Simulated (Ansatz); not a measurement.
Cubic perovskite KTaO3, treated with PBE0 in Ansatz (plane waves, PAW).

Settings: plane-wave cutoff 500 eV, 6×6×6 k mesh, gaussian smearing 0.02 eV, scalar-relativistic PAW data made under PBE.

The cell is the one relaxed with r²SCAN: a = b = c = 3.9902 Å, α = β = γ = 90.00°.

Question: Give the computed band gap.

Answer: 
- band gap: 4.32 eV (on the SCF k mesh)

Measured, for comparison: band gap 3.64 eV (temperature not stated, no zero-point or thermal correction, indirect; as tabulated in Himmetoglu and Janotti (2016), arXiv:1601.06205).

Note: cell and atoms aren't relaxed at this level (pressure -0.7 GPa).

Spin–orbit coupling is not included.

It cost around 3 core-minutes (rough) of CPU time.

Ansatz is an electronic-structure program.
